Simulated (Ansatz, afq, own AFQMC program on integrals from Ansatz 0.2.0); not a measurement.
Integrals from Ansatz 0.2.0, then the random walk in our own AFQMC program (afq).

```yaml
crystal:
  periodic: [false, false, false]
  atoms:
    - {symbol: N, position_ang: [0.000000, 0.000000, 0.000000]}
    - {symbol: N, position_ang: [0.000000, 0.000000, 1.515000]}
basis:
  gaussian: {orbitals: 6-31G}
magnetization: {spin_polarized: false, initial_magnetization: 2}
correlation: {method: ccsd_t, electrons: outside_noble_gas, hamiltonian_folder: ham}
```

```sh
$ ansatz run in.yaml --threads 1 --pin off --events-out ev --progress --plain --max-ram 24576MiB --backend cuda --devices 0, --max-vram 18GiB
```

Options of the walk:

```
--method phaseless --trial cisd --walkers 4000 --populations 20 --least-time 60 --time-step 0.005 --steps-per-block 50 --equilibration-blocks 28 --max-blocks 4000 --target-error 0.00019 --factor-cut 1e-05 --start spin_pure --seed 5482 --release-times 0.24,0.51,0.99,1.62,2.4 --release-step 0.03 --release-every 3 --taylor-order 6
```

Times are imaginary, in 1/Eh. The walk had a cap of 122 s. With eight or more populations the least sampling time is a fifth of least-time, and the error comes from their spread.

Output of the walk:

```
orbitals 16  electrons 6 4  factors 91 of 267
reference energy -108.62684776 Eh
CCSD correlation -0.23750481 Eh in 17 cycles, weight of the determinant in the CISD state 0.7148
energy of the start -108.864343 Eh
 block  time / (1/Eh)  mean weight  energy / Eh
     1     0.250  0.9999  -108.861753
     2     0.500  1.0000  -108.864096
     3     0.750  0.9999  -108.866539
     4     1.000  0.9999  -108.870558
     5     1.250  0.9998  -108.872736
     8     2.000  1.0001  -108.874346
    17     4.250  0.9997  -108.879080
    33     8.250  1.0001  -108.878923
    41    10.250  1.0003  -108.882454
    65    16.250  1.0001  -108.884146
    89    22.250  0.9997  -108.884732
   113    28.250  0.9998  -108.882634
   137    34.250  0.9994  -108.884354
   161    40.250  0.9998  -108.883972
   169    42.250  1.0001  -108.889385
   185    46.250  1.0001  -108.882934
   209    52.250  1.0001  -108.885753
   233    58.250  1.0001  -108.882865
   257    64.250  0.9998  -108.883357
   281    70.250  1.0001  -108.882732
   305    76.250  0.9997  -108.885411
   321    80.250  1.0005  -108.885988
error from the spread of 20 populations
released: time / (1/Eh)  energy / Eh  error  mean overlap
  0.24  -108.885190  0.000213  0.9999
  0.51  -108.885855  0.000231  1.0003
  0.99  -108.886661  0.000291  1.0030
  1.62  -108.887818  0.000907  1.0052
  2.40  -108.887406  0.000219  1.0102
energy -108.883999 +/- 0.000287 Eh
(rows thinned)
```

The run passed its tests (sampling time, drift between the halves within three errors, error under three times the target), which doesn't prove that it has relaxed, ending at its cap on processor time. The second half of the sampling lies below the first by 2.2 errors of their difference, so the energy may still be moving and its error bar be too small.

Against this walk (error 7.8 meV) on the same determinant: CCSD(T) 10.7 meV lower (within the noise), CCSDT(Q) 352.8 meV lower, CCSDTQ 252.7 meV lower, full CI 258.6 meV lower. The error is statistical and leaves out the bias of the constraint. The released energies have errors that jump between times, so the bars are unsure (meV from the phaseless value at times in 1/Eh: -32 ± 6 at 0.24, -51 ± 6 at 0.51, -72 ± 8 at 0.99, -104 ± 25 at 1.62, -93 ± 6 at 2.40), so they give no level; they do show a bias of the constraint, and the last of them that isn't too noisy lies 166 meV above full CI. Full CI is exact here, so the walk's 259 meV above it is the walk's own error: the bias of the constraint with this trial, or a walk that hasn't relaxed. The determinant is a poor start (see the cautions), so the low cluster orders aren't to be relied on, and full CI is the sure value.

Cautions: constraint bias not in the error; error above the target (7.8 against 5.2 meV); lower spins were not checked; a spin-contaminated unrestricted determinant lies lower (UHF 1.46 eV lower, ⟨S²⟩ 2.82); strong correlation (T1 0.021, weight of the determinant 0.71, largest double 0.41); (T) is large, 8 % of the CCSD correlation; (Q) is large, 154 meV, so the cluster series hasn't closed; CCSD(T) is in doubt: in a space of 10 electrons in 9 natural orbitals full CI lies 122 meV below it; the CCSDT(Q) amplitudes may be one of several solutions (largest double 0.96); the CCSDTQ amplitudes may be one of several solutions (largest double 0.98); the determinant fills πx and πy unequally, so it mixes two states of the linear molecule, and each level undoes that mixture to a different degree, while full CI gives the lower state.

The walk took 2 min on 1 × NVIDIA H100 80GB HBM3 with 2 threads of AMD EPYC 7R13 Processor (Zen 3), on a shared host (the card was shared). The log's last line is the phaseless energy.

CCSDT and higher add their correlation energy to the determinant of the CCSD(T) run, since their own runs factorise the integrals more tightly (a shift of under 2 meV).
